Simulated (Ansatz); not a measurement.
## Ansatz (development build ahead of 0.2.0) run

```yaml
crystal:
  periodic: [false, false, false]
  atoms:
    - { symbol: B, position_ang: [0.0, 0.0, 0.95134] }
    - { symbol: B, position_ang: [0.0, 0.0, -0.95134] }
    - { symbol: H, position_ang: [1.07283, 0.0, 0.0] }
    - { symbol: H, position_ang: [-1.07283, 0.0, 0.0] }
    - { symbol: H, position_ang: [0.0, 1.13565, 1.58403] }
    - { symbol: H, position_ang: [0.0, -1.13565, 1.58403] }
    - { symbol: H, position_ang: [0.0, 1.13565, -1.58403] }
    - { symbol: H, position_ang: [0.0, -1.13565, -1.58403] }
basis:
  gaussian: { orbitals: cc-pVDZ }
hamiltonian:
  xc: hf
correlation:
  method: mp2
  frozen_orbitals: { B: 1, H: 0 }
```

The input is written out in the form of the current development build from the run's settings.

Output:

```
Converged                       : yes
Reference energy                : -52.78834 hartree
Correlation energy              : -0.21810 hartree
Total energy                    : -53.00644 hartree
Spin squared of the determinant : 0.000
```
